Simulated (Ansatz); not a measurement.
The pair A = CH4O (SMILES CO) (first 6 atoms), B = CH4O (SMILES CO); geometry from S66by8 set.
(charge 0, multiplicity 1):
| atom | x (Å) | y (Å) | z (Å) |
|---|---|---|---|
| O | -1.4572 | 0.3213 | -0.1022 |
| H | -0.5129 | 0.2975 | -0.3063 |
| C | -1.9731 | -0.9667 | -0.3675 |
| H | -3.0310 | -0.9517 | -0.1188 |
| H | -1.8777 | -1.2481 | -1.4190 |
| H | -1.4959 | -1.7417 | 0.2377 |
| O | 1.4202 | 0.2212 | -0.3963 |
| H | 1.8890 | 0.8356 | -0.9660 |
| C | 1.9290 | 0.3782 | 0.9254 |
| H | 1.3755 | -0.3100 | 1.5555 |
| H | 2.9880 | 0.1278 | 0.9821 |
| H | 1.7766 | 1.3889 | 1.3033 |

Correlated levels freeze the cores. MP2 and its Hartree–Fock in aug-cc-pVTZ are density fitted.

Programs: Ansatz (Gaussian basis) for Hartree–Fock, density functionals and correlated methods. Each number belongs to the level named beside it.

The counterpoise-corrected interaction energy is E(AB) − E(A in the pair's basis) − E(B in the pair's basis). Total energies (hartree):

```csv
level,AB,A in the pair's basis,B in the pair's basis
HF/aug-cc-pVDZ,-230.1289902,-115.0614165,-115.0618118
MP2/aug-cc-pVDZ,-230.8529162,-115.4220457,-115.4226043
HF/aug-cc-pVTZ,-230.1897223,-115.0918816,-115.0921204
MP2/aug-cc-pVTZ,-231.0674209,-115.5291746,-115.5294338
CCSD(T)/aug-cc-pVDZ,-230.9203181,-115.4557926,-115.4563698
```

### Question
Work out the counterpoise-corrected interaction energy at the basis-set limit: extrapolate the MP2 correlation part as X⁻³, take Hartree–Fock from the larger set, and add the CCSD(T) − MP2 difference of aug-cc-pVDZ.

### Answer

1. Differences (1 hartree = 627.509 kcal/mol): HF/aug-cc-pVDZ -3.616; MP2/aug-cc-pVDZ -5.187; HF/aug-cc-pVTZ -3.590; MP2/aug-cc-pVTZ -5.530; CCSD(T)/aug-cc-pVDZ -5.118.
2. Correlation parts, MP2 less HF: -1.571 in aug-cc-pVDZ (X = 2), -1.940 in aug-cc-pVTZ (X = 3).
3. Limit (3³·(-1.940) − 2³·(-1.571))/(3³ − 2³) = -2.096; with HF/aug-cc-pVTZ it gives -5.685.
4. CCSD(T) less MP2 in aug-cc-pVDZ: 0.069.
Result: -5.62 kcal/mol, against -5.19 at MP2/aug-cc-pVDZ. It is an estimate of this method's limit, not of the exact value.

Ansatz is a first-principles code.
